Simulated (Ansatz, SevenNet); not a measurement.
**Body-centred tetragonal In, lattice parameter c**

Reference value: 4.947 Å (measured, 293 K, not corrected to a static lattice; as tabulated in Wikipedia's data pages).

Q: What do SevenNet-l3i5, LDA, PBE, revPBE, PBE-D3(BJ), PBE-D4, r²SCAN+SOC, r²SCAN+rVV10, HSE06 give, and how far is each from the reference?

A: 
```tsv
level (code)	value (Å)	difference (%)
SevenNet-l3i5 (SevenNet)	5.356	+8.27
LDA (Ansatz)	4.875	-1.46
PBE (Ansatz)	5.035	+1.78
revPBE (Ansatz)	5.083	+2.75
PBE-D3(BJ) (Ansatz)	4.946	-0.02
PBE-D4 (Ansatz)	4.947	0.00
r²SCAN+SOC (Ansatz)	4.983	+0.73
r²SCAN+rVV10 (Ansatz)	4.943	-0.08
HSE06 (Ansatz)	5.020	+1.48
```

The reference is not for a static lattice or low temperature, so close values are not ranked against it. Off by more than 1.75 % (a bound picked here): SevenNet-l3i5 (+8.27 %), PBE (+1.78 %), revPBE (+2.75 %).

The measured value isn't corrected to a static lattice, so vibrations enter the comparison. A static lattice is as a rule a little smaller than the measured one.  Cutoffs and k meshes differ between the levels. Ansatz's density-functional and Hartree–Fock values are scalar-relativistic unless marked +SOC, with PAW data made under PBE.

Machine-learned potentials (SevenNet-l3i5) are trained on DFT data, which may include these solids.

Differences are worked out from the printed values.

Ansatz is a first-principles code.
